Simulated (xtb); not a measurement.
C₄H₄O, triplet, geometry from GFN2-xTB of the parent state (a higher spin typed on purpose: for a closed-shell molecule this is an excited state); GFN2-xTB (xtb 6.7.1).

Input for xtb:
```
$ xtb mol.xyz --gfn 2 --chrg 0 --uhf 2 --json

# file mol.xyz
9

O     -0.00798452    -0.00251073     1.15090764
C     -0.00772947     1.07855182     0.35476202
C      0.00283925    -1.08008955     0.35012622
C      0.00316098     0.71058145    -0.95411083
C      0.01009858    -0.70641198    -0.95715390
H     -0.01572036     2.03941226     0.82982610
H      0.00426721    -2.04301371     0.82105887
H      0.00592920     1.35759045    -1.80703656
H      0.01918407    -1.34969359    -1.81285061
```

Output, abridged:

```
   ID    Z sym.   atoms
    1    8 O      1
    2    6 C      2-5
    3    1 H      6-9

           -------------------------------------------------
          |                Calculation Setup                |
           -------------------------------------------------

           -------------------------------------------------
          |                 G F N 2 - x T B                 |
           -------------------------------------------------

          ...................................................
          :                      SETUP                      :
          :.................................................:
          :  # basis functions                  24          :
          :  # atomic orbitals                  24          :
          :  # shells                           14          :
          :  # electrons                        26          :
          :  max. iterations                   250          :
          :  Hamiltonian                  GFN2-xTB          :
          :  restarted?                      false          :
          :  GBSA solvation                  false          :
          :  PC potential                    false          :
          :  electronic temp.          300.0000000     K    :
          :  accuracy                    1.0000000          :
          :  -> integral cutoff          0.2500000E+02      :
          :  -> integral neglect         0.1000000E-07      :
          :  -> SCF convergence          0.1000000E-05 Eh   :
          :  -> wf. convergence          0.1000000E-03 e    :
          :  Broyden damping             0.4000000          :
          :  net charge                          0          :
          :  unpaired electrons                  2          :
          ...................................................

 iter      E             dE          RMSdq      gap      omega  full diag
   1    -14.6620891 -0.146621E+02  0.459E+00    1.06       0.0  T
   2    -14.6726618 -0.105727E-01  0.271E+00    1.21       1.0  T
   3    -14.6727998 -0.137998E-03  0.564E-01    1.13       1.0  T
   4    -14.6732010 -0.401194E-03  0.131E-01    1.26       1.0  T
   5    -14.6732475 -0.465086E-04  0.567E-02    1.23       1.0  T
   6    -14.6732491 -0.161721E-05  0.158E-02    1.23       2.1  T
   7    -14.6732493 -0.205004E-06  0.243E-03    1.23      13.7  T
   8    -14.6732493 -0.547151E-08  0.100E-03    1.23      33.3  T
   9    -14.6732493  0.823483E-08  0.111E-03    1.23      29.9  T
  10    -14.6732493 -0.102283E-07  0.165E-04    1.23     202.2  T
  11    -14.6732493 -0.298375E-10  0.410E-05    1.23     812.3  T

   *** convergence criteria satisfied after 11 iterations ***

 transition dipole moment (au) for excitation:          13          14
     X       Y       Z
  -0.0055   1.1285   0.0024  total (au/Debye):    1.129   2.868
 dE (eV)             :    5.092
 oscillator strength :  0.22468E+00

         :::::::::::::::::::::::::::::::::::::::::::::::::::::
         ::                     SUMMARY                     ::
         :::::::::::::::::::::::::::::::::::::::::::::::::::::
         :: total energy             -14.460680259575 Eh    ::
         :: gradient norm              0.209461851450 Eh/a0 ::
         :: HOMO-LUMO gap              1.230364463628 eV    ::
         ::.................................................::
         :: SCC energy               -14.673248228439 Eh    ::
         :: -> isotropic ES            0.012352029440 Eh    ::
         :: -> anisotropic ES          0.001621755494 Eh    ::
         :: -> anisotropic XC          0.003467080984 Eh    ::
         :: -> dispersion             -0.004730781246 Eh    ::
         :: repulsion energy           0.212567968865 Eh    ::
         :: add. restraining           0.000000000000 Eh    ::
         :: total charge              -0.000000000000 e     ::
         :::::::::::::::::::::::::::::::::::::::::::::::::::::

           -------------------------------------------------
[...]
        10        2.0000           -0.4739976             -12.8981
        11        2.0000           -0.4670482             -12.7090
        12        2.0000           -0.4284577             -11.6589
        13        1.0000           -0.3990806             -10.8595
        14        1.0000           -0.2119574              -5.7677 (HOMO)
        15                         -0.1667424              -4.5373 (LUMO)
        16                          0.0994720               2.7068
        17                          0.1130097               3.0752
        18                          0.1505834               4.0976
        19                          0.1676650               4.5624
        20                          0.2565896               6.9822
        21                          0.2712544               7.3812
        22                          0.4320896              11.7578
        23                          0.5064538              13.7813
        24                          0.7022391              19.1089
      -------------------------------------------------------------
                  HL-Gap            0.0452151 Eh            1.2304 eV
             Fermi-level           -0.3015595 Eh           -8.2059 eV

     #   Z          covCN         q      C6AA      α(0)
     1   8 O        1.731    -0.244    18.040     5.735
     2   6 C        3.081     0.087    25.989     8.358
     3   6 C        3.081     0.087    25.989     8.358
     4   6 C        3.023    -0.053    29.279     8.876
     5   6 C        3.023    -0.053    29.279     8.876
     6   1 H        0.926     0.047     2.359     2.402
     7   1 H        0.926     0.047     2.359     2.402
     8   1 H        0.926     0.041     2.431     2.438
     9   1 H        0.926     0.041     2.431     2.438

 Mol. C6AA /au·bohr⁶  :        985.618965
 Mol. C8AA /au·bohr⁸  :      23521.006064
 Mol. α(0) /au        :         49.881981

Wiberg/Mayer (AO) data.
largest (>0.10) Wiberg bond orders for each atom

 ---------------------------------------------------------------------------
     #   Z sym  total        # sym  WBO       # sym  WBO       # sym  WBO
 ---------------------------------------------------------------------------
     1   8 O    2.242 --     2 C    1.062     3 C    1.062
     2   6 C    3.468 --     4 C    1.152     1 O    1.062     6 H    0.967
                             5 C    0.158     3 C    0.107
     3   6 C    3.468 --     5 C    1.152     1 O    1.062     7 H    0.967
                             4 C    0.158     2 C    0.107
     4   6 C    3.939 --     5 C    1.593     2 C    1.152     8 H    0.974
                             3 C    0.158
     5   6 C    3.939 --     4 C    1.593     3 C    1.152     9 H    0.974
                             2 C    0.158
     6   1 H    0.998 --     2 C    0.967
     7   1 H    0.998 --     3 C    0.967
     8   1 H    0.998 --     4 C    0.974
     9   1 H    0.998 --     5 C    0.974
 ---------------------------------------------------------------------------

Topologies differ in total number of bonds
Writing topology from bond orders to xtbtopo.mol

molecular dipole:
                 x           y           z       tot (Debye)
 q only:        0.003       0.001      -0.362
   full:        0.003       0.001      -0.383       0.974
molecular quadrupole (traceless):
                xx          xy          yy          xz          yz          zz
 q only:       -1.120      -0.018       2.580       0.002       0.009      -1.460
  q+dip:       -2.317      -0.031       4.067      -0.004       0.012      -1.751
   full:       -1.215      -0.022       3.343       0.006       0.012      -2.128

           -------------------------------------------------
          | TOTAL ENERGY              -14.460680259575 Eh   |
          | GRADIENT NORM               0.209461851450 Eh/α |
          | HOMO-LUMO GAP               1.230364463628 eV   |
           -------------------------------------------------

normal termination of xtb
```
